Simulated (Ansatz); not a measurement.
# C2H5N: the cost of one run

Program: Ansatz 0.2.0. Level of theory: the levels named in each step. These are calculated values, not measurements.

**1. The system as given**

Bond lengths: C1–C2 1.477 Å, C1–N3 1.444 Å, C2–N3 1.444 Å, C1–H4 1.084 Å, C1–H5 1.081 Å, C2–H6 1.081 Å, C2–H7 1.084 Å, N3–H8 1.015 Å. Angles (14 of 15 angles, heavy atoms first): C1–C2–N3 59.2°, C2–C1–N3 59.2°, C1–N3–C2 61.5°, C1–C2–H6 119.0°, C1–C2–H7 118.9°, N3–C2–H6 114.7°, N3–C2–H7 119.8°, C2–C1–H4 118.9°, C2–C1–H5 119.0°, N3–C1–H4 119.8°, N3–C1–H5 114.7°, C1–N3–H8 114.2°, C2–N3–H8 114.1°, H6–C2–H7 114.3°.

As a file:

```xyz
8

C     0.8077   -0.1824    0.1894
C    -0.6217   -0.5546    0.1656
N    -0.1746    0.6964   -0.3996
H     1.2654    0.0787    1.1371
H     1.4816   -0.6447   -0.5186
H    -0.9622   -1.2810   -0.5593
H    -1.1780   -0.5575    1.0964
H    -0.3970    1.5098    0.1661
```

**2. A rough first relaxation, PBE-D4/def2-SVP**

The input, input.yaml:

```yaml
crystal:
  periodic: [false, false, false]
  atoms:
    - { symbol: C, position_ang: [0.80771, -0.18243, 0.18943] }
    - { symbol: C, position_ang: [-0.62171, -0.55463, 0.1656] }
    - { symbol: "N", position_ang: [-0.17463, 0.69639, -0.39955] }
    - { symbol: H, position_ang: [1.26544, 0.07873, 1.13709] }
    - { symbol: H, position_ang: [1.4816, -0.64467, -0.5186] }
    - { symbol: H, position_ang: [-0.96221, -1.28101, -0.55934] }
    - { symbol: H, position_ang: [-1.178, -0.55752, 1.09636] }
    - { symbol: H, position_ang: [-0.397, 1.50985, 0.16606] }
basis:
  gaussian: { orbitals: def2-SVP }
hamiltonian:
  xc: pbe
  dispersion: d4
relax:
  f_tol: 0.03
  max_steps: 200
```

The run is started by

```
$ ansatz run input.yaml --threads 4 --pin off --max-ram 10240MiB --backend cpu --events-out ev --progress --plain --runs-dir out
```

Q: Estimate wall time and peak memory on 4 threads of Intel Xeon 6975P-C (Granite Rapids), shared host.

About 1.4 s, with a peak of 0.14 GiB.
